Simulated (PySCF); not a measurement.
Frontier levels across methods

Compound: C4H4O.
Structure used (PBE0-D3(BJ)/def2-SVP), in Å, numbered top down from 1:
```
atom  x, y, z in Å
C1     2.1257   -0.0872    0.5302
C2     1.0214   -0.2937    0.0795
C3    -0.3272   -0.4867   -0.4273
C4    -1.3355    0.4742    0.1837
O5    -2.2655    0.9267   -0.4193
H6     3.1123    0.0838    0.9195
H7    -0.6765   -1.5075   -0.1790
H8    -0.3791   -0.3925   -1.5235
H9    -1.1541    0.7165    1.2621
```

Basis pcSseg-2 throughout (PySCF), one geometry. Isolated species at its PBE0-D3(BJ)/def2-SVP geometry (one conformer only).

How do the orbital energies, the gap and the dipole change with the method?

| method | kind | HOMO (eV) | LUMO (eV) | gap (eV) | μ (D) | SCF cycles |
| --- | --- | --- | --- | --- | --- | --- |
| BLYP | GGA | -6.13 | -2.22 | 3.90 | 2.12 | 16 |
| OPBE | GGA | -6.15 | -2.23 | 3.93 | 2.01 | 16 |
| PBE | GGA | -6.21 | -2.35 | 3.86 | 2.07 | 15 |
| B97-D | GGA | -6.22 | -2.24 | 3.99 | 2.12 | 16 |
| BP86 | GGA | -6.31 | -2.42 | 3.89 | 2.09 | 15 |
| KT2 | GGA | -6.35 | -2.27 | 4.08 | 2.10 | 16 |
| LDA | LDA | -6.35 | -2.61 | 3.74 | 2.15 | 15 |
| KT3 | GGA | -6.36 | -2.26 | 4.10 | 2.08 | 16 |
| B97-2 | global hybrid | -7.40 | -1.21 | 6.20 | 2.25 | 14 |
| B3LYP | global hybrid | -7.46 | -1.42 | 6.04 | 2.27 | 15 |
| PBE0 | global hybrid | -7.68 | -1.13 | 6.54 | 2.26 | 14 |
| mPW1PW91 | global hybrid | -7.71 | -1.14 | 6.56 | 2.27 | 14 |
| BHandHLYP | global hybrid | -9.02 | 0.14 | 9.16 | 2.48 | 14 |
| CAM-B3LYP | range-separated hybrid | -9.10 | 0.09 | 9.20 | 2.37 | 14 |
| wB97X-D | range-separated hybrid | -9.55 | 0.78 | 10.33 | 2.31 | 14 |
| LC-wPBE | range-separated hybrid | -10.40 | 1.38 | 11.78 | 2.36 | 14 |
| HF | Hartree–Fock | -10.88 | 2.62 | 13.50 | 2.72 | 11 |

The HOMO spans 4.75 eV, from BLYP down to HF, and the gap runs from 3.74 eV (LDA) to 13.50 eV (HF). Over the methods BLYP (0 %), OPBE (0 %), PBE (0 %), B97-D (0 %), BP86 (0 %), KT2 (0 %), LDA (0 %), KT3 (0 %), B97-2 (21 %), B3LYP (20 %), PBE0 (25 %), mPW1PW91 (25 %), BHandHLYP (50 %), HF (100 %), a straight line through the gap against the share of exact exchange rises by 0.98 eV for each 10 % (correlation coefficient 0.998). The dipole ranges from 2.01 D (OPBE) to 2.72 D (HF). This basis has no diffuse functions.

The vertical ΔSCF ionisation energy at CAM-B3LYP/def2-SVPD is 10.16 eV; −ε(HOMO) comes closest to it with LC-wPBE (10.40 eV).
